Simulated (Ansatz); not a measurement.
`COC(=O)O` → `O=[C]O`• + `C[O]`•  (homolysis of the C–O bond)

Gas-phase electronic energies from Ansatz, PBE0-D4/def2-TZVP geometries. CCSD(T)/CBS is the MP2 limit (def2-TZVPP, def2-QZVPP) plus CCSD(T) − MP2 in def2-TZVPP, frozen cores. This one scheme is used for every species. Functionals use def2-TZVPP. No spin–orbit coupling; open shells (•) take unrestricted orbitals. Each species was taken in one conformer, which may not be the lowest.

`COC(=O)O`:

Z-matrix (Å, degrees):
```
C
O 1 1.424
H 1 1.091 2 110.6
H 1 1.087 2 105.6 3 119.5
H 1 1.091 2 110.6 3 -120.9
C 2 1.324 1 114.6 3 60.3
O 6 1.335 2 108.5 1 -180.0
O 6 1.201 2 126.4 1 0.0
H 7 0.964 6 106.1 2 180.0
```

`O=[C]O`•:

Z-matrix (Å, degrees):
```
C
O 1 1.179
O 1 1.316 2 130.9
H 3 0.976 1 109.3 2 0.0
```

`C[O]`•:

```xyz
5

C    -0.047   -0.015    0.021
O     0.490    1.184   -0.312
H     0.724   -0.765   -0.245
H    -0.941   -0.273   -0.565
H    -0.226   -0.130    1.101
```

| level | ΔE (eV) |
| --- | --- |
| LDA (SPW92) | 5.38 |
| CCSD(T)/def2-TZVPP | 4.66 |

Task: What does CCSD(T)/CBS give? (Estimate.)

Result: Ansatz gave: +4.78 eV. The listed levels differ from it by 0.60, -0.12 eV.

Largest T1 diagnostic among the species: 0.022.

In def2-TZVPP, CCSD(T) changes the Hartree–Fock value by +1.29 eV (the triples alone add +0.09 eV) and MP2 by +1.69 eV; breaking electron pairs costs correlation energy, which Hartree–Fock lacks. From BLYP to BHLYP (50 % exact exchange), in def2-TZVPP and without D4, ΔE moves by +0.23 eV. Leaving LDA and LC-ωPBE aside and taking each functional with its dispersion term where it has one, the values, not all of them listed here, spread over 0.51 eV, from BLYP-D4 to PBE-QIDH. LDA lies +0.95 eV from PBE without D4, its usual overbinding.
